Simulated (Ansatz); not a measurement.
C₃H₂O, SMILES `C#CC=O`: measurement beside calculation (Ansatz, PBE0-D4/def2-TZVP geometry).

```xyz
6

C    -0.0987   -0.0311   -1.5292
C     0.0030    0.0114   -0.3326
C     0.0737    0.0241    1.1092
O     0.9070    0.6243    1.7344
H    -0.1730   -0.0570   -2.5919
H    -0.7120   -0.5719    1.6102
```

Measured: 68035.25798 ± 0.00032 MHz (A, ground vibrational state, S-reduction Ir, rotational spectroscopy (FTMW and millimetre-wave), least-squares fit); 4826.223741 ± 2.2e-05 MHz (B, ground vibrational state, S-reduction Ir, rotational spectroscopy (FTMW and millimetre-wave), least-squares fit); 4499.591856 ± 2.3e-05 MHz (C, ground vibrational state, S-reduction Ir, rotational spectroscopy (FTMW and millimetre-wave), least-squares fit). Source: High Spectral Resolution Observations of Propynal (HCCCHO) towards TMC-1 from the GOTHAM Large Program on the Green Bank Telescope, 2024 (arxiv:2409.16435).

```
constant  measured (MHz)  computed (MHz)  error (%)
       A           68035           69022        1.4
       B            4826            4857        0.6
       C            4500            4538        0.9
```

Computed constants are equilibrium values for the main isotopes; measured ground-state ones include zero-point motion, which usually lowers them by up to about 1 %.
